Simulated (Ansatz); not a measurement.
This geometry of C2H6FNO (11 atoms, charge 0, multiplicity 1) is a first-order saddle point.

Method: Ansatz 0.2.0, RKS PBE/6-31G*.

```xyz
11
Properties=species:S:1:pos:R:3
N -0.308 1.180 0.917
C -0.617 -0.129 0.455
F -0.199 -1.157 1.358
C 0.049 -0.397 -0.893
O 1.425 -0.023 -0.802
H -0.664 1.316 1.867
H 0.711 1.295 0.932
H -1.713 -0.242 0.360
H -0.475 0.195 -1.672
H -0.078 -1.471 -1.126
H 1.935 -0.624 -1.376
```

Q: Which two structures does it join? (They come from a converged band through this point; their orientation in space is the band's.)

A: No bond is made or broken. The dihedral H10–C4–O5–H11 goes from -67 to 75°.

Initial state:

```xyz
11
Properties=species:S:1:pos:R:3
N -0.345 1.161 0.863
C -0.558 -0.159 0.402
F 0.171 -1.151 1.179
C -0.023 -0.340 -1.018
O 1.387 -0.122 -1.029
H -0.535 1.250 1.865
H 0.626 1.434 0.674
H -1.620 -0.440 0.500
H -0.472 0.404 -1.695
H -0.287 -1.355 -1.378
H 1.723 -0.738 -0.341
```

Final state:

```xyz
11
Properties=species:S:1:pos:R:3
N -0.282 1.156 0.912
C -0.630 -0.147 0.463
F -0.285 -1.175 1.393
C 0.068 -0.463 -0.857
O 1.466 -0.229 -0.681
H -0.650 1.323 1.853
H 0.741 1.234 0.939
H -1.726 -0.219 0.332
H -0.365 0.192 -1.640
H -0.143 -1.518 -1.122
H 1.871 -0.212 -1.570
```

Q: How far does it lie above each of them?

A: 4.5 kcal/mol above the first and 0.4 kcal/mol above the second. This is the barrier of this one path; another mechanism may lie lower.

Time of the run: 2.5 min on 1 thread of Arm Neoverse V1, with other jobs on the host, peak memory 0.16 GiB.
